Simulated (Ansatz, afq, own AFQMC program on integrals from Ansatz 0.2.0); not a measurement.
# Where AFQMC and coupled cluster stand for SiH2, triplet

```json
{"atom": "Si", "x (Å)": "0.0000", "y (Å)": "-0.0933", "z (Å)": "0.0718"}
{"atom": "H", "x (Å)": "0.0000", "y (Å)": "1.9349", "z (Å)": "-3.3503"}
{"atom": "H", "x (Å)": "0.0000", "y (Å)": "0.6644", "z (Å)": "1.3502"}
```

Basis cc-pVDZ. Noble-gas cores (and the filled d shells of Ga–Kr and In–Xe) are frozen. AFQMC by an in-house program on the Cholesky factors that Ansatz 0.2.0 writes for its CCSD(T) run. ph-AFQMC/CISD is guided by a CISD state made of CCSD amplitudes; releasing the constraint for a short imaginary time cuts its bias at the price of noise, slowly where states lie close. Error bars are statistical, one sigma.

Determinant: UHF, the one that the program's search chose, which needn't be the lowest solution. The geometry is a point of a scan.

Full CI on the same integrals is exact in this basis and with this determinant's frozen core.

Cautions: lower spins were not checked.

* T1 diagnostic: 0.0273
* weight of the determinant in the CISD state: 0.918
* ⟨S²⟩ of the determinant: 2.035
* size of the correlated space: 6 electrons in 23 orbitals

Reference: full CI, correlation energy -2.484 eV. The released energy is read at 2.40 1/Eh (meV from the phaseless value at times in 1/Eh: -2.1 ± 0.7 at 0.24, -3.4 ± 1.1 at 0.51, -5.9 ± 0.7 at 0.99, -6.3 ± 0.7 at 1.62, -6.2 ± 0.9 at 2.40).

```json
{"level": "HF", "E − E(reference) (kJ/mol)": "239.6", "share of correlation (%)": "0.00"}
{"level": "MP2", "E − E(reference) (kJ/mol)": "70.6", "share of correlation (%)": "70.54"}
{"level": "CCSD", "E − E(reference) (kJ/mol)": "5.9", "share of correlation (%)": "97.54"}
{"level": "CCSD(T)", "E − E(reference) (kJ/mol)": "1.6", "share of correlation (%)": "99.35"}
{"level": "CCSDT", "E − E(reference) (kJ/mol)": "0.1", "share of correlation (%)": "99.94"}
{"level": "CCSDT(Q)", "E − E(reference) (kJ/mol)": "0.0", "share of correlation (%)": "99.99"}
{"level": "CCSDTQ", "E − E(reference) (kJ/mol)": "0.0", "share of correlation (%)": "100.00"}
{"level": "ph-AFQMC/CISD", "E − E(reference) (kJ/mol)": "0.7 ± 0.09", "share of correlation (%)": "99.71"}
{"level": "released AFQMC", "E − E(reference) (kJ/mol)": "0.1 ± 0.09", "share of correlation (%)": "99.96"}
```

CCSDT and higher add their correlation energy to the determinant of the CCSD(T) run, since their own runs factorise the integrals more tightly (a shift of under 2 meV). A walk keeps the symmetry of its determinant, which the program's search chose and which needn't be the lowest solution, so a lower state of the same spin and another symmetry isn't excluded. Released energies are given only where the last usable release times agree within the noise; a slower fall can still hide under it.
